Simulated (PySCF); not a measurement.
Isomers of C3H6OS, mass 90.014 u with the commonest isotopes. Method used: PySCF 2.14.0, PBE0-D3(BJ)/def2-SVP geometry optimisation, gas phase. One conformer each, none proved a minimum here; rigid rotors.

Question: Order these by rotational constant A, largest first.
A. `[CH3:1][O:2][C@H:3]1[CH2:4][S:5]1` with C1–O2–C3–C4 -153°
B. `[CH3:1][C:2](=[S:3])[CH2:4][OH:5]` with C1–C2–C4–O5 175°, C2–C4–O5–H 5°
C. `[CH2:1]=[CH:2][S@@:3]([CH3:4])=[O:5]` with C1–C2–S3–C4 -117°
D. `[CH3:1][C:2](=[O:3])[CH2:4][SH:5]` with C1–C2–C4–S5 -77°, C2–C4–S5–H -61° (mercaptoacetone)

Answer: A (8638 MHz), D (7106 MHz), C (6386 MHz), B (4980 MHz).

Question: Order these by out-of-plane moment Σ m c² = (Ia + Ib − Ic)/2, largest first.
A. `[CH2:1]=[CH:2][S@@:3]([CH3:4])=[O:5]` with C1–C2–S3–C4 -117°
B. `[CH3:1][C:2](=[O:3])[CH2:4][SH:5]` with C1–C2–C4–S5 -77°, C2–C4–S5–H -61°
C. `[CH3:1][O:2][C@H:3]1[CH2:4][S:5]1` with C1–O2–C3–C4 -153°
D. `[O:1]=[S:2]1[CH2:3][CH2:4][CH2:5]1` with O1–S2–C3–C4 131°, S2–C3–C4–C5 -27°, C3–C4–C5–S2 27°, O1–S2–C5–C4 -131° (thietane 1-oxide)
E. `[CH3:1][C:2](=[S:3])[CH2:4][OH:5]` with C1–C2–C4–O5 175°, C2–C4–O5–H 5°

Answer: B (19.78 u·Å²), A (18.58 u·Å²), D (15.18 u·Å²), C (9.52 u·Å²), E (3.21 u·Å²).

Question: Order these by rotational constant B, smallest first.
A. `[CH3:1][C:2](=[S:3])[CH2:4][OH:5]` with C1–C2–C4–O5 175°, C2–C4–O5–H 5°
B. `[CH2:1]=[CH:2][S@@:3]([CH3:4])=[O:5]` with C1–C2–S3–C4 -117°
C. `[CH3:1][O:2][C@H:3]1[CH2:4][S:5]1` with C1–O2–C3–C4 -153°
D. `[CH3:1][C:2](=[O:3])[CH2:4][SH:5]` with C1–C2–C4–S5 -77°, C2–C4–S5–H -61° (mercaptoacetone)

Answer: D (2459 MHz), C (2917 MHz), B (3526 MHz), A (3671 MHz).

| SMILES | point group | Ia (u·Å²) | Ib (u·Å²) | Ic (u·Å²) | κ | μa (D) | μb (D) | μc (D) |
| --- | --- | --- | --- | --- | --- | --- | --- | --- |
| CC(=O)CS | C1 | 71.12 | 205.52 | 237.09 | -0.87 | 0.37 | 1.33 | 1.01 |
| CO[C@H]1CS1 | C1 | 58.51 | 173.27 | 212.73 | -0.83 | 1.14 | 0.67 | 0.94 |
| C=C[S@@](C)=O | C1 | 79.14 | 143.32 | 185.31 | -0.56 | 0.25 | 3.61 | 0.39 |
| O=S1CCC1 | Cs | 57.62 | 142.43 | 169.70 | -0.80 | 3.97 | 0.00 | 0.72 |
| CC(=S)CO | – | 101.48 | 137.66 | 232.73 | 0.07 | 1.46 | 2.45 | 0.01 |
